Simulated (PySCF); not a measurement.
```xyz
4
charge 0 multiplicity 1, angstrom
Al    0.0000    0.0000    0.0000
H     1.5802    0.0000    0.0000
H    -0.7901    1.3685    0.0000
H    -0.7901   -1.3685    0.0000
```

All numbers come from B3LYP in PySCF with Al def2-TZVP, H def2-TZVP; no relativity; density-fitted integrals.

This geometry of AlH₃ is a stationary point at this level.

(1) What is the point group?

(2) Is it a minimum?

(3) List the harmonic modes with their infrared intensities.

(4) What is the atomisation energy, with and without zero-point energy?

Results:

(1) D3h.

(2) Yes: all harmonic wavenumbers are real.

(3) 
```csv
symmetry,ω (cm⁻¹),"IR (km/mol, summed over degenerate members)"
a2'',710,331
e',801,439
a1',1931,0.0
e',1940,533
```

(4) 889 kJ/mol without, 840 kJ/mol with.
